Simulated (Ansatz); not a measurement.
# C6H9 radical: energies up the ladder

Wanted for C6H9 radical: energies up the ladder. Spin multiplicity 2.

Program: Ansatz 0.2.0. Level of theory: the levels named in each step. These are calculated values, not measurements.

**1. Starting point**

Bond lengths: C1–C2 1.326 Å, C2–C3 1.500 Å, C2–C4 1.484 Å, C4–C5 1.379 Å, C4–C6 1.380 Å, C1–H7 1.076 Å, C1–H8 1.077 Å, C3–H9 1.090 Å, C3–H10 1.087 Å, C3–H11 1.089 Å, C5–H12 1.074 Å, C5–H13 1.075 Å, C6–H14 1.076 Å, C6–H15 1.074 Å. Angles (14 of 21 angles, heavy atoms first): C1–C2–C3 121.9°, C1–C2–C4 121.2°, C3–C2–C4 116.9°, C2–C4–C5 119.8°, C2–C4–C6 118.9°, C5–C4–C6 121.2°, C2–C1–H7 122.0°, C2–C1–H8 121.7°, C2–C3–H9 110.5°, C2–C3–H10 110.6°, C2–C3–H11 110.5°, C4–C5–H12 122.3°, C4–C5–H13 120.5°, C4–C6–H14 120.8°.

Coordinates:

```xyz
15

C    -0.8266    1.6436   -0.0972
C    -0.6156    0.3366   -0.1792
C    -1.6685   -0.6061   -0.6819
C     0.6854   -0.2581    0.2142
C     1.2397   -1.2637   -0.5500
C     1.3148    0.2061    1.3511
H    -0.0626    2.3255    0.2348
H    -1.7682    2.0840   -0.3799
H    -1.4305   -0.9406   -1.6911
H    -2.6387   -0.1164   -0.7084
H    -1.7288   -1.4864   -0.0443
H     0.7688   -1.6328   -1.4414
H     2.1872   -1.6947   -0.2795
H     2.2615   -0.1996    1.6608
H     0.8718    0.9645    1.9692
```

**2. A rough first relaxation, PBE-D4/def2-SVPD**

Input file input.yaml:

```yaml
crystal:
  periodic: [false, false, false]
  atoms:
    - { symbol: C, position_ang: [-0.82661, 1.64362, -0.09716] }
    - { symbol: C, position_ang: [-0.61556, 0.33662, -0.17921] }
    - { symbol: C, position_ang: [-1.66849, -0.60609, -0.68195] }
    - { symbol: C, position_ang: [0.68535, -0.25809, 0.21424] }
    - { symbol: C, position_ang: [1.23967, -1.26373, -0.55] }
    - { symbol: C, position_ang: [1.31484, 0.20614, 1.35113] }
    - { symbol: H, position_ang: [-0.0626, 2.32546, 0.23484] }
    - { symbol: H, position_ang: [-1.7682, 2.08399, -0.37989] }
    - { symbol: H, position_ang: [-1.43046, -0.94065, -1.69112] }
    - { symbol: H, position_ang: [-2.63874, -0.11644, -0.7084] }
    - { symbol: H, position_ang: [-1.72881, -1.48638, -0.04433] }
    - { symbol: H, position_ang: [0.76884, -1.6328, -1.44144] }
    - { symbol: H, position_ang: [2.18718, -1.69471, -0.2795] }
    - { symbol: H, position_ang: [2.26154, -0.19964, 1.66083] }
    - { symbol: H, position_ang: [0.87184, 0.96448, 1.9692] }
magnetization:
  spin_polarized: true
  initial_magnetization: 1
basis:
  gaussian: { orbitals: def2-SVPD }
hamiltonian:
  xc: pbe
  dispersion: d4
relax:
  f_tol: 0.03
  max_steps: 200
```

Command:

```console
> ansatz run input.yaml --threads 8 --pin off --max-ram 22528MiB --backend cpu --events-out ev --progress --plain --runs-dir out
```

The runs that follow: Relaxation, PBE0-D4/def2-TZVPD; Relaxation, PBE0-D4/def2-SVPD; Frequencies, PBE0-D4/def2-SVPD; Single point, PBE-D4/def2-TZVPPD; Single point, r2SCAN-D4/def2-TZVPPD; Single point, B3LYP-D4/def2-TZVPPD; Single point, wB97M-V/def2-TZVPPD; Single point, B2PLYP/def2-TZVPPD; Single point, PBE0-D4/def2-TZVPPD; Single point, LDA/def2-TZVPPD; Single point, PBE0-D4/def2-SVPD; Single point, PBE-D4/def2-SVPD.

**Question.** What will these runs give? Wanted: C1–C2 at PBE0-D4/def2-SVPD; C2–C3 at PBE0-D4/def2-SVPD; C2–C4 at PBE0-D4/def2-SVPD; frequencies at PBE0-D4/def2-SVPD; energy at PBE-D4/def2-SVPD.

As calculated:

| quantity | value |
| --- | --- |
| C1–C2 at PBE0-D4/def2-SVPD | 1.341 Å |
| C2–C3 at PBE0-D4/def2-SVPD | 1.501 Å |
| C2–C4 at PBE0-D4/def2-SVPD | 1.493 Å |
| frequencies at PBE0-D4/def2-SVPD | 44 to 3282 cm⁻¹ |
| energy at PBE-D4/def2-SVPD | -6353.816 eV |

**Reading.** The C1–C2 distance spreads over 0.009 Å, from PBE0-D4/def2-TZVPD (shortest) to PBE0-D4/def2-SVPD. No mode is imaginary, so the geometry is a minimum. These totals serve in differences with atoms or fragments at the same level; alone they don't rank the methods. <S²> exceeds the pure value by up to 0.10: some mean fields break spin symmetry, which blurs their results.
